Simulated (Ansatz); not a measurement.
**CH4BF: rigid scan of one bond length, by script**

How does the energy of CH4BF change as one bond is stretched? The task is a rigid scan of one bond length, for CH4BF.

All numbers are computed with Ansatz 0.2.0, driven from Python. Level of theory: B3LYP+D3(BJ)/def2-SVP.

### 1 The system

Bond lengths: B1–C2 1.532 Å, C2–F3 1.373 Å, B1–H4 1.126 Å, B1–H5 1.236 Å, C2–H6 1.121 Å, C2–H7 1.133 Å. Angles: B1–C2–F3 107.4°, B1–C2–H6 110.7°, B1–C2–H7 110.1°, F3–C2–H6 110.6°, F3–C2–H7 109.9°, H6–C2–H7 108.1°, C2–B1–H4 122.8°, C2–B1–H5 120.5°, H4–B1–H5 116.6°.

No structure file is read: the coordinates are typed or built in the script.

### 2 The code

scan.py

```python
"""Stretching a bond of CH4BF, the rest held rigid."""

import warnings

import ansatz as az
from ase import Atoms
import matplotlib.pyplot as plt
import numpy as np

warnings.simplefilter("ignore", az.DeckWarning)

atoms = Atoms(["B", "C", "F", "H", "H", "H", "H"], positions=[
    (-0.6929, 0.0886, -0.5111),
    (0.5512, -0.0544, 0.3719),
    (0.5694, -1.3407, 0.8503),
    (-1.4177, -0.7546, -0.6857),
    (-0.9576, 1.1683, -1.0525),
    (0.5236, 0.6802, 1.2183),
    (1.4853, 0.1447, -0.237),
])
system = az.Crystal.molecule_from_ase(atoms)

symbols = [site.symbol for site in system.cartesian_sites]
start = np.array([site.position_ang for site in system.cartesian_sites])
axis = (start[0] - start[1]) / np.linalg.norm(start[0] - start[1])
moving = [0, 3, 4]
lengths, energies = [1.348, 1.41, 1.471, 1.532, 1.594, 1.655, 1.716, 1.808], []
for length in lengths:
    xyz = start.copy()
    xyz[moving] += (length - np.linalg.norm(start[0] - start[1])) * axis
    point = az.Crystal.molecule()
    for symbol, place in zip(symbols, xyz):
        point = point.atom(symbol, place.tolist())
    setup = (
        point.calculation()
        .basis(gaussian="def2-SVP")
        .functional("b3lyp", dispersion="d3bj")
        .scf(lower_state_search="standard")
    )
    data = setup.run().report
    energies.append(data["free_energy_ev"])
    print(f"r = {length:6.3f} A  E = {energies[-1]:.5f} eV  <S^2> = {abs(data['mean_field']['state']['spin_squared']):.3f}")

# quartic fit about the minimum
fit = np.polynomial.Polynomial.fit(lengths, np.array(energies) - min(energies), 4).convert()
roots = [r.real for r in fit.deriv().roots() if abs(r.imag) < 1e-9 and fit.deriv(2)(r.real) > 0]
r_e = min(roots, key=lambda r: abs(r - lengths[int(np.argmin(energies))]))
print(f"minimum of the fit at {r_e:.4f} A, force constant {fit.deriv(2)(r_e):.2f} eV/A^2")
plt.figure(figsize=(4.5, 3))
plt.plot(lengths, np.array(energies) - min(energies), "o-")
plt.xlabel("bond length (A)")
plt.ylabel("E - E(min) (eV)")
plt.tight_layout()
plt.savefig("scan.png", dpi=100)
```

### 3 The calls as engine input

The engine receives this input (first run):

```yaml
crystal:
  periodic: [false, false, false]
  atoms:
    - { symbol: B, position_ang: [-0.5432685205842812, 0.07140097937750359, -0.40489905447787183] }
    - { symbol: C, position_ang: [0.5512, -0.0544, 0.3719] }
    - { symbol: F, position_ang: [0.5694, -1.3407, 0.8503] }
    - { symbol: H, position_ang: [-1.2680685205842812, -0.7717990206224965, -0.5794990544778718] }
    - { symbol: H, position_ang: [-0.8079685205842813, 1.1511009793775036, -0.9462990544778718] }
    - { symbol: H, position_ang: [0.5236, 0.6802, 1.2183] }
    - { symbol: H, position_ang: [1.4853, 0.1447, -0.237] }
basis:
  gaussian:
    orbitals: def2-SVP
hamiltonian:
  xc: b3lyp
  dispersion: d3bj
scf:
  lower_state_search: standard
```

### 4 Running it

The run is started by

```console
python scan.py
```

**Question.** What results will this script give? Wanted: range of energy; lowest point, distance.

The runs gave:

| quantity | value |
| --- | --- |
| bond length at the fit's minimum | 1.5641 Å |
| runs compared | 8 |
| range of energy | 0.836 eV |
| lowest point, distance (Å) | 1.59 |

In words: The curve has its lowest point inside the range, at 1.59. The ends stand 0.836 and 0.481 eV above it. The distance scanned is the script's pair 1, 0. Reading the output:
- The rest of the molecule is held rigid at a force-field or estimated start geometry, and the basis set is modest; single-reference methods fail as a bond breaks.
- b3lyp holds the VWN-RPA fit, as in Gaussian; the form of ORCA and Turbomole is b3lyp5.
- The orbitals are restricted, so S² is zero by construction.
